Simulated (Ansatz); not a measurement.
Geometry optimisation, UKS PBE-D4/def2-SVP (Ansatz).

input.yaml

```yaml
crystal:
  periodic: [false, false, false]
  atoms:
    - { symbol: Si, position_ang: [-0.690126, -0.089143, -0.026263] }
    - { symbol: C, position_ang: [0.551317, -1.481425, -0.036668] }
    - { symbol: H, position_ang: [-1.158534, -0.412884, -1.351368] }
    - { symbol: H, position_ang: [-1.788577, -0.279841, 0.988398] }
    - { symbol: C, position_ang: [0.05264, 1.639575, 0.134752] }
    - { symbol: H, position_ang: [0.000475, -2.423593, -0.233407] }
    - { symbol: H, position_ang: [1.254333, -1.331745, -0.882648] }
    - { symbol: H, position_ang: [1.156833, -1.62746, 0.883132] }
    - { symbol: H, position_ang: [0.844726, 1.811591, -0.62171] }
    - { symbol: H, position_ang: [-0.725778, 2.418458, 0.006287] }
    - { symbol: H, position_ang: [0.50269, 1.776366, 1.139595] }
magnetization:
  spin_polarized: true
basis:
  gaussian: { orbitals: def2-SVP }
hamiltonian:
  xc: pbe
  dispersion: d4
relax:
  f_tol: 0.03
  max_steps: 50
```

Launched with:

```bash
$ ansatz run input.yaml --threads 2 --pin off --max-ram 3072MiB --backend cpu --events-out ev --progress --plain --runs-dir out
```

Question: Where does it end, and by what steps?

Answer: The run converged. After 4 steps the energy has fallen by 0.226 eV; H3 moved furthest, 0.37 Å.

```csv
step,energy less start (eV),largest force component (eV/Å),accepted
0,0.0000,1.235,yes
1,-0.1811,0.211,yes
2,-0.2148,0.176,yes
3,-0.2245,0.090,yes
4,-0.2263,0.019,yes
```

```xyz
11
Properties=species:S:1:pos:R:3
Si -0.719 -0.115 -0.112
C 0.580 -1.487 -0.024
H -1.420 -0.167 -1.447
H -1.763 -0.340 0.955
C 0.066 1.590 0.124
H 0.117 -2.486 -0.155
H 1.346 -1.361 -0.817
H 1.100 -1.480 0.956
H 0.825 1.789 -0.659
H -0.698 2.392 0.069
H 0.566 1.665 1.111
```

Whether the end is a true minimum wasn't checked by a vibrational analysis.

Time of the run: 7.3 s on 2 threads of Intel(R) Xeon(R) Platinum 8488C (Sapphire Rapids) (shared host), peak memory 0.16 GiB.
